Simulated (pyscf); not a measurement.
One addition across a multiple bond or ene-type step on the singlet surface with elements of a group swapped. CCSD(T)/def2-TZVPP + ΔMP2(QZVPP), kcal/mol, from the separated reactants. Single points on ωB97X-D3(BJ)/def2-SVP structures (PySCF, gas phase). Correlated levels are frozen-core, on RHF or UHF. ΔMP2 is the change of the MP2 total energy from the triple- to the quadruple-zeta basis.

| step | barrier | reaction energy | imaginary mode (i cm⁻¹) |
|---|---|---|---|
| `[OH2]` + `[O]=[P][OH]` → `[OH][P]([OH])[OH]` | 16.4 | -20.5 | 1381 |
| `[OH2]` + `[O]=[As][OH]` -> `[OH][As]([OH])[OH]` | … | … | 1265 |

**Question.** What belongs in the gaps?

**Answer.** 
- `[OH2]` + `[O]=[As][OH]` -> `[OH][As]([OH])[OH]`, barrier: 5.3
- `[OH2]` + `[O]=[As][OH]` -> `[OH][As]([OH])[OH]`, reaction energy: -28.8

Row 2: On the reactant side the descent ends in a bound adduct, 9.0 kcal/mol under the separated species and 9.8 kcal/mol under the saddle at ωB97X-D3(BJ)/def2-TZVP. Each row is the saddle that its search found. The CCSD(T) − MP2 part came from Ansatz, without density fitting, on the same reference. The frozen core leaves the outer d or s,p core shells of the metals and heavy elements correlated in the MP2 and CC values, and def2-TZVPP describes them poorly, which can shift differences by a few kcal/mol. Elements up to Kr have no core potential and no relativistic terms here.
